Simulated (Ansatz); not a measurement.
The input, for Ansatz 0.2.0:

```yaml
crystal:
  periodic: [false, false, false]
  atoms:
    - {symbol: C, position_ang: [0.000000, -0.791461, 1.828783]}
    - {symbol: Ge, position_ang: [0.000000, 0.259438, 0.447116]}
    - {symbol: Cl, position_ang: [0.000000, -0.245771, -1.618173]}
    - {symbol: H, position_ang: [0.000000, -0.621301, 2.902599]}
basis:
  gaussian: {orbitals: cc-pVDZ}
magnetization: {spin_polarized: false}
correlation: {method: mp2, electrons: outside_noble_gas}
```

```sh
$ ansatz run in.yaml --threads 1 --pin off --events-out ev --progress --plain --max-ram 2393MiB
```

Q: Roughly how long does this take on 1 thread of Intel Xeon 6975P-C, shared host, and how much host memory?

A: 1.5 s wall and 0.15 GiB.

```
700 factors; integrals over basis functions are off by at most 6.9e-4 eV
mean field evaluation 1: about -70016.6772 eV, gradient 2.7e1 eV
mean field evaluation 2: about -70016.6842 eV, gradient 2.7e1 eV
mean field evaluation 4: about -70019.3589 eV, gradient 2.9e0 eV
mean field evaluation 8: about -70019.4985 eV, gradient 1.5e-1 eV
mean field evaluation 16: about -70016.8321 eV, gradient 2.7e-2 eV
mean field -70019.49921197 eV, -2573.1691351186 hartree, gradient 3.5e-6 eV, S^2 0.000000; 1 other end points of the search recorded, 0 dependent functions left out; unrestricted orbitals would lower it
20 core orbitals not correlated: weight in the atoms' cores, before any rotation towards them, 0.998 or more for the frozen orbitals, at most 0.001 for the correlated occupied ones
reference -70019.49921197 eV, -2573.1691351186 hartree; 8, 8 occupied and 36, 36 virtual orbitals, 700 factors
second order -9.47585649 eV of doubles, -0.00000000 eV of singles
Total energy: -70028.97506845 eV, -2573.5173664215 hartree
```
